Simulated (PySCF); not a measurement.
Bonds (- single, = double, # triple, : aromatic): C1-C2 1.518 Å, C2-C3 1.518 Å, C2-F4 1.370 Å, C2-F5 1.370 Å. C1 carries H6, H7, H8; C3 carries H9, H10, H11.

Non-relativistic Hamiltonian, a single conformation, isolated molecule, rapidly exchanging positions averaged. Geometry: GFN2-xTB; PBE0/pcSseg-1 with gauge-including orbitals; J: B3LYP/pcJ-1 (spin–dipole term only in couplings to heteroatoms); PySCF.

Predict the 2D correlation tables (HSQC, COSY, HMBC).

Answers



HSQC (one-bond C–H):
```csv
δH,δC,"1J(C,H) (Hz)"
1.60 (H6/H7/H8/H9/H10/H11),27.5 (C1/C3),135
```

HMBC (two and three bonds, |J| ≥ 2.5 Hz):
```csv
δH,δC [abs. J in Hz]
1.60 (H6/H7/H8/H9/H10/H11),"128.3 (C2) [4.1], 27.5 (C1/C3) [2.7]"
```

No COSY cross peaks are expected.

Chemical shifts δ = σref − σ; TMS for 1H and 13C, all at this level.

Common functionals overestimate the size of one-bond C–F couplings by tens of Hz; these are unscaled. Shifts are as computed. Against solution values, carbons near 30 ppm lie about +3 ppm off and those near 130 ppm about +5 ppm. Of 1211 compounds with measured shifts, 218 miss one by over three times the rms of a fit or turn the order of signals round; such compounds aren't used in these exercises.
